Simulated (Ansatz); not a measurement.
# Worked example: correlation energy of SiO, singlet

Geometry: MP2(full)/6-31G*, from the G2/97 set.

```xyz
2

Si    0.0000    0.0000    0.0000
O     0.0000    0.0000    1.5423
```

Basis 6-31G* (Cartesian d functions); Ansatz 0.2.0. Only valence electrons are correlated (noble-gas cores frozen), which leaves 10 electrons in 28 orbitals. Prefix R: restricted or restricted open-shell reference.

Full CI isn't at hand for all of this; RCCSDTQ serves as the reference, and is uncertain by about the last step of the cluster series.

Runs differ by some tens of microhartree through their thresholds, so steps under 0.03 kcal/mol mean nothing.

| level | total energy (hartree) |
| --- | --- |
| RHF | -363.775060 |
| RMP2 | -364.045807 |
| RCCSD | -364.049030 |
| RCCSD(T) | -364.060598 |
| RCCSDT | -364.061293 |
| RCCSDT(Q) | -364.063120 |
| RCCSDTQ | -364.062748 |

**Question.** What is the correlation energy at RCCSDTQ, and what share of it do RMP2 and RCCSD recover?

**Answer.** E(corr) = -364.062748 − (-363.775060) = -0.287688 hartree = -7.828 eV. RMP2: -0.270747 / -0.287688 = 94.11 %. RCCSD: -0.273970 / -0.287688 = 95.23 %.

**Question.** By how many kcal/mol does RCCSD(T) miss RCCSDTQ (1 hartree = 627.509 kcal/mol), and which steps make up the rest?

**Answer.** -364.060598 − (-364.062748) = 0.002150 hartree = 1.35 kcal/mol. Steps: RCCSDT − RCCSD(T) = -0.44, RCCSDT(Q) − RCCSDT = -1.15, RCCSDTQ − RCCSDT(Q) = 0.23 kcal/mol. Differences between like states or geometries often cancel part of this.
